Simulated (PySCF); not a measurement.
**Reproducing measurements on nitrosyl fluoride**

**Experimental background.**

NIST CCCBDB Release 22 (SRD 101), experimental dipoles lists, for the gas: dipole moment (microwave Stark effect, vibrational ground state) 1.81 D.

The results are set against them at the end.

Compound: nitrosyl fluoride, FNO.
Atom-mapped SMILES: `[O:1]=[N:2][F:3]`

Geometry (PBE0-D3(BJ)/def2-SVP, Å), atoms numbered from 1 in this order:
```xyz
3
FNO angstrom
O     -0.3978    0.8989   -0.2890
N      0.4547    0.1757   -0.0853
F     -0.0553   -1.1085    0.3556
```

Runs made with PySCF (gas phase, on this PBE0-D3(BJ)/def2-SVP geometry; no spin–orbit coupling):

```tsv
level	job	basis functions	wall time
PBE0-D3(BJ)/def2-SVP, grid level 1	geometry optimisation from a GFN2-xTB start shaken at random	42	3.7 s
B3LYP/def2-SVPD	10 singlets by full TDDFT, 4 Tamm–Dancoff triplets, polarisability, ΔSCF ions	66	3.9 s
BHandHLYP/def2-SVPD	10 singlets by full TDDFT, 4 Tamm–Dancoff triplets, polarisability, ΔSCF ions	66	4.2 s
CAM-B3LYP/def2-SVPD	10 singlets by full TDDFT, 4 Tamm–Dancoff triplets, polarisability, ΔSCF ions	66	5.0 s
HF/def2-SVPD	10 singlets by TDHF, 4 Tamm–Dancoff triplets, polarisability, ΔSCF ions	66	0.7 s
LC-wPBE/def2-SVPD	10 singlets by full TDDFT, 4 Tamm–Dancoff triplets, polarisability, ΔSCF ions	66	6.8 s
LDA/def2-SVPD	10 singlets by full TDDFT, 4 Tamm–Dancoff triplets, polarisability, ΔSCF ions	66	3.1 s
PBE/def2-SVPD	10 singlets by full TDDFT, 4 Tamm–Dancoff triplets, polarisability, ΔSCF ions	66	4.5 s
PBE0/6-31G*	10 singlets by full TDDFT, 4 Tamm–Dancoff triplets, polarisability	42	1.0 s
PBE0/def2-SVPD	10 singlets by full TDDFT, 4 Tamm–Dancoff triplets, polarisability, ΔSCF ions	66	3.8 s
B3LYP/6-31G*	spin–spin couplings from 3 perturbed nuclei	42	0.95 s
B3LYP/cc-pVTZ	spin–spin couplings from 3 perturbed nuclei	90	1.8 s
```

Hardware: Arm Neoverse V1, one thread (shared host).

All basis functions are spherical.

**Comparison with experiment**

**Dipole moment.** Measured: 1.81 D (NIST CCCBDB Release 22 (SRD 101), experimental dipoles).

```csv
level,computed (D),computed − measured (D),% (from the printed values)
PBE0-D3(BJ)/def2-SVP,0.98,-0.83,-46
B3LYP/def2-SVPD,1.14,-0.67,-37
BHandHLYP/def2-SVPD,1.23,-0.58,-32
CAM-B3LYP/def2-SVPD,1.17,-0.64,-35
HF/def2-SVPD,1.31,-0.50,-28
LC-wPBE/def2-SVPD,1.16,-0.65,-36
LDA/def2-SVPD,1.02,-0.79,-44
PBE/def2-SVPD,1.04,-0.77,-43
PBE0/6-31G*,0.88,-0.93,-51
PBE0/def2-SVPD,1.14,-0.67,-37
B3LYP/6-31G*,0.85,-0.96,-53
B3LYP/cc-pVTZ,1.05,-0.76,-42
```

12 of the 13 levels run are shown, the closest and the furthest among them. Closest is HF/def2-SVPD (-0.50 D), furthest B3LYP/6-31G* (-0.96 D); one molecule doesn't rank methods. All 13 levels lie below the measurement. The computed dipoles belong to one fixed geometry; measured ones are averaged over vibrations unless marked μe. Magnitudes are compared, not signs.

The geometry is computed, not the measured one. Where a level misses, the cause wasn't examined.
